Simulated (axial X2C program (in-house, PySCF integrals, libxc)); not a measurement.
## Outer orbitals of CH at 1.125 Å, PW91 in a model world with the speed of light multiplied by 1.5

Calculated with an axial X2C code built on PySCF integrals. Spin-free means the one-electron spin-free X2C Hamiltonian; two-component (2c) means X2C with spin–orbit coupling and atomic mean-field two-electron Coulomb and Gaunt terms, so the difference of the two also holds small scalar two-electron terms; the speed of light was multiplied by 1.5, so these are model numbers, not those of the real molecule. Basis: C dyall-v3z [7s6p2d1f], H dyall-v3z [6s2p1d] (cores contracted in-house); Gaussian nuclei, density fitting, unrestricted open shells. Masses: C 12.000 u, H 1.008 u.

The distance is close to the 2c PBE0 minimum; the highest filled and lowest empty levels are listed.

Spin-free orbitals, state M_S = 1/2, Λ = 1 (beyond evenly filled blocks: π+α) (Löwdin shares):

| symmetry | occupied | ε (eV) | atomic character |
| --- | --- | --- | --- |
| σα | yes | -16.28 | 53% C s, 35% H s, 7% H p |
| σβ | yes | -15.14 | 48% C s, 39% H s, 6% C p |
| σα | yes | -7.77 | 64% C p, 20% C s, 13% H s |
| σβ | yes | -7.23 | 62% C p, 23% C s, 11% H s |
| π+α | yes | -5.89 | 92% C p, 6% H p |
| π-α | no | -5.89 | 92% C p, 6% H p |
| π-β | no | -4.12 | 92% C p, 7% H p |
| π+β | no | -4.12 | 92% C p, 7% H p |
| σα | no | -0.03 | 76% H s, 12% H p, 6% C s |

A filled and an empty partner (Λ and −Λ, same spin) share one energy because the functional has no current term.

Spinors with spin–orbit coupling (state Ω = 1/2):

```json
{"ω": "-1/2", "occupied": "yes", "ε (eV)": "-16.28", "atomic character": "53% C s, 35% H s, 7% H p", "λ mixture": "100% σ"}
{"ω": "1/2", "occupied": "yes", "ε (eV)": "-15.14", "atomic character": "48% C s, 39% H s, 6% C p", "λ mixture": "100% σ"}
{"ω": "-1/2", "occupied": "yes", "ε (eV)": "-7.77", "atomic character": "64% C p, 20% C s, 13% H s", "λ mixture": "100% σ"}
{"ω": "1/2", "occupied": "yes", "ε (eV)": "-7.23", "atomic character": "62% C p, 23% C s, 11% H s", "λ mixture": "100% σ"}
{"ω": "1/2", "occupied": "yes", "ε (eV)": "-5.89", "atomic character": "92% C p, 6% H p", "λ mixture": "100% π"}
{"ω": "-3/2", "occupied": "no", "ε (eV)": "-5.89", "atomic character": "92% C p, 6% H p", "λ mixture": "100% π"}
{"ω": "-1/2", "occupied": "no", "ε (eV)": "-4.12", "atomic character": "92% C p, 7% H p", "λ mixture": "100% π"}
{"ω": "3/2", "occupied": "no", "ε (eV)": "-4.12", "atomic character": "92% C p, 7% H p", "λ mixture": "100% π"}
{"ω": "-1/2", "occupied": "no", "ε (eV)": "-0.03", "atomic character": "76% H s, 12% H p, 6% C s", "λ mixture": "100% σ"}
```

Mulliken charges and populations of the two-component result (they depend on the basis, above all on diffuse functions):

C -0.07 e (s 3.94 p 2.11 d 0.01), H 0.07 e (s 0.91 p 0.02). ⟨Lz⟩ = 1.00 ħ and ⟨Sz⟩ = -0.50 ħ (-0.50 and 0.00 on the two atoms), which add up to Ω.

The state is one determinant whose occupation by symmetry is held fixed; it was picked as the lowest of a PBE0 search that is not exhaustive. Density functionals use the spin component along the axis (collinear). Other states lie close and PBE0, whose exact exchange favours high spin, may order them wrongly; the determinant shown need not be the ground state. The nearest other spin-free determinant of the search, M_S = 3/2, Λ = 0, lies 0.46 eV up at the distance of the search. Without a current term, density functionals place determinants with orbital angular momentum somewhat too high.
